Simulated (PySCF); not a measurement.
AlH2F.
Cartesian coordinates in Å at the PBE0-D3(BJ)/def2-SVP level; atoms count from 1:
```
atom  x, y, z in Å
Al1    0.0310    0.0513   -0.0018
H2     1.6061   -0.0665    0.0169
H3    -0.8068    1.3903   -0.0194
F4    -0.8303   -1.3752    0.0042
```

Computed with PySCF 2.14.0, density-fitted response routines, TDDFT CAM-B3LYP/def2-SVPD, vertical, gas phase, core orbitals frozen in the response.

Transition dipole moments from the ground state, in atomic units and in the frame of the coordinates above (overall signs are arbitrary), for the states with f of 0.002 or more among the lowest 11:

```json
{"state": "S3", "E (eV)": "8.334", "μx": "-0.007", "μy": "0.010", "μz": "0.876"}
{"state": "S4", "E (eV)": "8.602", "μx": "-0.827", "μy": "0.500", "μz": "-0.013"}
{"state": "S6", "E (eV)": "8.933", "μx": "1.157", "μy": "-0.699", "μz": "0.017"}
{"state": "S8", "E (eV)": "9.921", "μx": "-0.009", "μy": "-0.001", "μz": "0.549"}
{"state": "S9", "E (eV)": "9.966", "μx": "-0.475", "μy": "-0.788", "μz": "0.000"}
{"state": "S10", "E (eV)": "10.162", "μx": "-0.369", "μy": "0.222", "μz": "-0.006"}
{"state": "S11", "E (eV)": "10.176", "μx": "-0.006", "μy": "0.008", "μz": "0.693"}
```

**Question.** Work out the oscillator strengths.

**Answer.** f = (2/3) ΔE |μ|² with ΔE in hartree (27.2114 eV).

```tsv
state	|μ|² (au)	|μ| (D)	f
S3	0.768	2.23	0.157
S4	0.934	2.46	0.197
S6	1.827	3.44	0.400
S8	0.302	1.40	0.073
S9	0.847	2.34	0.207
S10	0.185	1.09	0.046
S11	0.480	1.76	0.120
```

**Question.** What is the point group, and which symmetry does each of these states have?

**Answer.** C2v. From a totally symmetric ground state, an allowed state transforms like the component of the dipole operator along its μ. Polarised along the twofold axis, so A1: S9. Polarised across the twofold axis, so B1 or B2: S3, S4, S6, S8, S10 and S11. Which of B1 and B2 hangs on the choice of axes; S3, S8 and S11 take one label and S4, S6 and S10 the other.

**Question.** All atoms lie in one plane. Which transitions are polarised in it and which across it?

**Answer.** In the plane: S4, S6, S9 and S10. Perpendicular: S3, S8 and S11. States polarised in the plane are symmetric under reflection in it, those polarised across it antisymmetric.

**Question.** What angle do the transition dipoles of S3 and S6 make?

**Answer.** |cos θ| = |μa·μb| / (|μa| |μb|) = 0.00, so θ ≈ 90° (taken between 0 and 90°, since the signs are arbitrary).

**Question.** How is the summed strength of these states shared among x, y and z?

**Answer.** (2/3) Σ ΔE μα² gives 0.526 for x, 0.323 for y and 0.350 for z, 1.199 in all.

Time: 2.9 s of wall time. Hardware: Arm Neoverse N1, one thread, on a shared host.
